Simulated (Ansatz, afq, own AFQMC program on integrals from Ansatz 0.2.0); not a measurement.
# Where AFQMC and coupled cluster stand for H$_{2}$O⁻, doublet

```yaml
atoms:
  - { symbol: O, position_ang: [0.0000, -0.0407, 0.0000] }
  - { symbol: H, position_ang: [0.0000, 0.3230, 0.9071] }
  - { symbol: H, position_ang: [0.0000, 0.3230, -0.9071] }
```

Basis aug-cc-pVDZ. Only valence electrons are correlated. AFQMC by an in-house program on the Cholesky factors that Ansatz 0.2.0 writes for its CCSD(T) run. The CISD trial takes its coefficients from CCSD amplitudes. Released means that phaseless walkers are propagated on without the constraint, phases kept. ± is one standard error of the sampling.

Determinant: ROHF, the one that the program's search chose, which needn't be the lowest solution. The geometry is a point of a scan.

No full CI on the walks' own integrals is used here; CCSDT(Q) serves as the reference and is uncertain by about the last step of the cluster series.

- T1 diagnostic: 0.0211
- weight of the determinant in the CISD state: 0.926
- size of the correlated space: 9 electrons in 40 orbitals

Reference: CCSDT(Q), correlation energy -6.610 eV. The released energy is read at 2.40 1/Eh (meV from the phaseless value at times in 1/Eh: 22 ± 11 at 0.24, 19 ± 10 at 0.51, 23 ± 11 at 0.99, 20 ± 12 at 1.62, 26 ± 17 at 2.40).

| level | E − E(reference) (meV) | share of correlation (%) |
| --- | --- | --- |
| HF | 6609.5 | 0.00 |
| MP2 | 400.1 | 93.95 |
| CCSD | 194.4 | 97.06 |
| CCSD(T) | 22.4 | 99.66 |
| CCSDT | 13.8 | 99.79 |
| ph-AFQMC/CISD | -19.4 ± 12.6 | 100.29 |
| released AFQMC | 6.1 ± 17.4 | 99.91 |

A walk keeps the symmetry of its determinant, which the program's search chose and which needn't be the lowest solution, so a lower state of the same spin and another symmetry isn't excluded. Released energies are given only where the last usable release times agree within the noise; a slower fall can still hide under it.
